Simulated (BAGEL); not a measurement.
# SiH4O (silanol): RI-MP2/cc-pVTZ (density fitting with qzvpp-jkfit)

Aim: the energy change on altering one bond length of SiH4O (silanol) at RI-MP2/cc-pVTZ (density fitting with qzvpp-jkfit), from 2 runs. 

Program for the calculation: BAGEL 1.2.2.

4 further runs of the same task are left out: 4 that didn't finish. Runs told in other sessions of the task aren't counted.

## Step 1: The system as given

SiH4O: 6 atoms, total charge 0, spin state singlet. As SMILES, `O[SiH3]`. Geometry: relaxed at PBE0-D4/def2-TZVP.

Bond lengths: O1–Si2 1.648 Å, O1–H3 0.957 Å, Si2–H4 1.489 Å, Si2–H5 1.481 Å, Si2–H6 1.489 Å. Angles: O1–Si2–H4 111.7°, O1–Si2–H5 105.9°, O1–Si2–H6 111.7°, Si2–O1–H3 117.9°, H4–Si2–H5 109.9°, H4–Si2–H6 107.9°, H5–Si2–H6 109.9°.

## Step 2: A single-point energy at RI-MP2/cc-pVTZ (density fitting with qzvpp-jkfit)

mp2.json

```json
{ "bagel" : [

{
  "title" : "molecule",
  "basis" : "cc-pvtz.json",
  "df_basis" : "qzvpp-jkfit",
  "angstrom" : true,
  "geometry" : [
    { "atom" : "O", "xyz" : [       0.636700,      -1.030300,       0.419000 ] },
    { "atom" : "Si", "xyz" : [      -0.035700,       0.346500,      -0.187000 ] },
    { "atom" : "H", "xyz" : [       0.069100,      -1.629200,       0.904700 ] },
    { "atom" : "H", "xyz" : [      -1.128300,       0.045700,      -1.152800 ] },
    { "atom" : "H", "xyz" : [       1.060500,       1.064900,      -0.875600 ] },
    { "atom" : "H", "xyz" : [      -0.602300,       1.202400,       0.891700 ] }
  ]
},

{
  "title" : "hf",
  "charge" : 0
},

{
  "title" : "mp2",
  "charge" : 0,
  "ncore" : 6
}

]}
```

The basis set cc-pVTZ is read from a file made from the Basis Set Exchange's data (not shown).

The run is started by

```bash
$ BAGEL_NUM_THREADS=1 BAGEL mp2.json > mp2.out
```

What it wrote:

```text
* using 1 threads per process

  ===============================================================
  ===============================================================

  *** Geometry ***

  { "atom" : "O", "xyz" : [      1.203189,     -1.946985,      0.791795 ] },
  { "atom" : "Si", "xyz" : [     -0.067463,      0.654790,     -0.353379 ] },
  { "atom" : "H", "xyz" : [      0.130580,     -3.078742,      1.709635 ] },
  { "atom" : "H", "xyz" : [     -2.132178,      0.086360,     -2.178476 ] },
  { "atom" : "H", "xyz" : [      2.004055,      2.012369,     -1.654644 ] },
  { "atom" : "H", "xyz" : [     -1.138182,      2.272207,      1.685069 ] },

  Number of auxiliary basis functions:      277

  Since a DF basis is specified, we compute 2- and 3-index integrals:
    o Being stored without compression. Storage requirement is 0.032 GB

  Number of basis functions:      120
  Number of electrons      :       26

    * METHOD: MOLECULE                             0.12

  *** RHF ***

  === Nuclear Repulsion ===
    64.7548917775

      * DIIS with orbital gradients will be used.

  === RHF iteration (cc-pvtz.json) ===
      0       -366.02022915          0.01845423           0.03
      1       -366.12673978          0.01316435           0.03
      2       -366.20515046          0.00146617           0.03
      3       -366.20651768          0.00018917           0.03
      4       -366.20654109          0.00003769           0.03
      5       -366.20654215          0.00000878           0.03
      6       -366.20654223          0.00000247           0.03
      7       -366.20654224          0.00000083           0.03
      8       -366.20654224          0.00000026           0.03
      9       -366.20654224          0.00000006           0.03
     10       -366.20654224          0.00000002           0.03
     11       -366.20654224          0.00000000           0.03
    * SCF iteration converged.

    * Permanent dipole moment:
           (    0.478426,     0.160342,    -0.214327) a.u.

    * METHOD: HF                                   0.48

  *** RHF ***

  === Nuclear Repulsion ===
    64.7548917775

      * DIIS with orbital gradients will be used.

  === RHF iteration (cc-pvtz.json) ===
      0       -366.20654224          0.00000000           0.03
    * SCF iteration converged.

    * Permanent dipole moment:
           (    0.478426,     0.160342,    -0.214327) a.u.

  === DF-MP2 calculation ===

    * freezing 6 orbitals
    * 3-index integral transformation done
    * assembly done

      MP2 correlation energy:   -0.3754409623      0.02

      MP2 total energy:       -366.5819832024

    * METHOD: MP2                                  0.09

  ===============================================================
```

It took 0.83 s on 1 thread of Arm Neoverse V1, shared host; peak memory 0.095 GiB.

## Step 3: The distorted shape at the same level

calc.json

```json
{ "bagel": [

{
  "title": "molecule",
  "basis": "cc-pvtz.json",
  "df_basis": "qzvpp-jkfit",
  "angstrom": "true",
  "geometry": [
    { "atom": "O", "xyz": [       1.317795,      -0.311646,      -0.163819 ] },
    { "atom": "Si", "xyz": [       0.645395,       1.065154,      -0.769819 ] },
    { "atom": "H", "xyz": [       0.069100,      -1.629200,       0.904700 ] },
    { "atom": "H", "xyz": [      -0.447205,       0.764354,      -1.735619 ] },
    { "atom": "H", "xyz": [       1.741595,       1.783554,      -1.458419 ] },
    { "atom": "H", "xyz": [       0.078795,       1.921054,       0.308881 ] }
  ]
},

{ "title": "hf" },

{ "title": "mp2", "ncore": 6 }

]}
```

The basis set cc-pVTZ is read from a file made from the Basis Set Exchange's data (not shown).

The run is started by

```bash
$ BAGEL_NUM_THREADS=1 BAGEL calc.json > calc.out
```

What it wrote:

```text
* using 1 threads per process

  ===============================================================
  ===============================================================

  *** Geometry ***

  { "atom" : "O", "xyz" : [      2.490272,     -0.588926,     -0.309573 ] },
  { "atom" : "Si", "xyz" : [      1.219620,      2.012849,     -1.454747 ] },
  { "atom" : "H", "xyz" : [      0.130580,     -3.078742,      1.709635 ] },
  { "atom" : "H", "xyz" : [     -0.845095,      1.444420,     -3.279845 ] },
  { "atom" : "H", "xyz" : [      3.291138,      3.370429,     -2.756012 ] },
  { "atom" : "H", "xyz" : [      0.148901,      3.630266,      0.583700 ] },

  Number of auxiliary basis functions:      277

  Since a DF basis is specified, we compute 2- and 3-index integrals:
    o Being stored without compression. Storage requirement is 0.032 GB

  Number of basis functions:      120
  Number of electrons      :       26

    * METHOD: MOLECULE                             0.12

  *** RHF ***

  === Nuclear Repulsion ===
    61.2543371171

      * DIIS with orbital gradients will be used.

  === RHF iteration (cc-pvtz.json) ===
      0       -365.62999537          0.01922655           0.03
      1       -365.34343788          0.03227239           0.03
      2       -365.94644821          0.00289296           0.03
      3       -365.95446068          0.00096029           0.03
      4       -365.95561113          0.00036808           0.03
      5       -365.95586607          0.00014496           0.03
      6       -365.95590243          0.00002657           0.03
      7       -365.95590366          0.00000796           0.03
      8       -365.95590374          0.00000416           0.03
      9       -365.95590379          0.00000240           0.03
     10       -365.95590382          0.00000077           0.03
     11       -365.95590382          0.00000012           0.03
     12       -365.95590382          0.00000004           0.03
     13       -365.95590382          0.00000002           0.03
     14       -365.95590382          0.00000001           0.03
    * SCF iteration converged.

    * Permanent dipole moment:
           (    0.644319,     0.362571,    -0.371734) a.u.

    * METHOD: HF                                   0.58

  *** RHF ***

  === Nuclear Repulsion ===
    61.2543371171

      * DIIS with orbital gradients will be used.

  === RHF iteration (cc-pvtz.json) ===
      0       -365.95590382          0.00000000           0.03
    * SCF iteration converged.

    * Permanent dipole moment:
           (    0.644320,     0.362572,    -0.371735) a.u.

  === DF-MP2 calculation ===

    * freezing 6 orbitals
    * 3-index integral transformation done
    * assembly done

      MP2 correlation energy:   -0.4249510102      0.02

      MP2 total energy:       -366.3808548301

    * METHOD: MP2                                  0.10

  ===============================================================
```

Wall time 0.93 s (1 thread of Arm Neoverse V1, shared host); peak memory 0.095 GiB.

## Step 4: Outcome

At RI-MP2/cc-pVTZ (density fitting with qzvpp-jkfit), 6 core orbitals frozen:

| quantity | value |
| --- | --- |
| first shape: total energy | -366.58198 Eh |
| first shape: correlation energy (6 core orbitals frozen) | -375.4 mEh |
| distorted shape: total energy | -366.38085 Eh |
| distorted shape: correlation energy (6 core orbitals frozen) | -425.0 mEh |
| energy change with the O1–H3 bond stretched from 0.957 to 2.106 Å | 5.473 eV |

One bond (distorted shape) is far stretched, which a spin-restricted single reference describes badly; perturbation theory on it can break down and give far too much correlation. With the O1–H3 bond stretched from 0.957 to 2.106 Å the energy rises by 5.47 eV (528 kJ/mol). The first shape isn't relaxed at this level, so the change isn't measured from a minimum. A restricted reference can't describe the breaking bond well at this length.
